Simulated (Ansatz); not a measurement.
The pair A = CH4 (SMILES C) (first 5 atoms), B = CH4 (SMILES C); geometry from S22 set.
(charge 0, multiplicity 1):
```csv
atom,x (Å),y (Å),z (Å)
C,0.0000,-0.0001,1.8592
H,-0.8886,0.5131,1.4947
H,0.8886,0.5131,1.4947
H,0.0000,-1.0263,1.4949
H,0.0000,0.0001,2.9483
C,0.0000,0.0001,-1.8592
H,0.0000,-0.0001,-2.9483
H,-0.8886,-0.5131,-1.4947
H,0.8886,-0.5131,-1.4947
H,0.0000,1.0263,-1.4949
```

Correlated levels freeze the cores.

Programs: Ansatz (Gaussian basis) for Hartree–Fock, density functionals and correlated methods. 

Total energies (hartree), monomers frozen at their geometry in the pair:

```json
[
 {"structure": "AB", "HF/aug-cc-pVDZ": "-80.3989912", "PBE/def2-TZVPPD": "-80.9288211", "MP2/aug-cc-pVTZ": "-80.8298262"},
 {"structure": "A in the pair's basis", "HF/aug-cc-pVDZ": "-40.1997825", "PBE/def2-TZVPPD": "-40.4643303", "MP2/aug-cc-pVTZ": "-40.4145476"},
 {"structure": "B in the pair's basis", "HF/aug-cc-pVDZ": "-40.1997825", "PBE/def2-TZVPPD": "-40.4643303", "MP2/aug-cc-pVTZ": "-40.4145476"},
 {"structure": "A", "HF/aug-cc-pVDZ": "-40.1996317", "PBE/def2-TZVPPD": "-40.4643026", "MP2/aug-cc-pVTZ": "-40.4144379"},
 {"structure": "B", "HF/aug-cc-pVDZ": "-40.1996317", "PBE/def2-TZVPPD": "-40.4643026", "MP2/aug-cc-pVTZ": "-40.4144379"}
]
```

Task: Work out the interaction energy without and with the counterpoise correction, and the superposition error, for each level.

Result: 
E(AB) − E(A) − E(B), times 627.509 kcal/mol, with the monomers in their own basis and then in the pair's basis:
- HF/aug-cc-pVDZ: 0.17 uncorrected, 0.36 corrected; the monomers gain 0.19 kcal/mol from borrowed functions
- PBE/def2-TZVPPD: -0.14 uncorrected, -0.10 corrected; the monomers gain 0.03 kcal/mol from borrowed functions
- MP2/aug-cc-pVTZ: -0.60 uncorrected, -0.46 corrected; the monomers gain 0.14 kcal/mol from borrowed functions

Ansatz is a first-principles code.
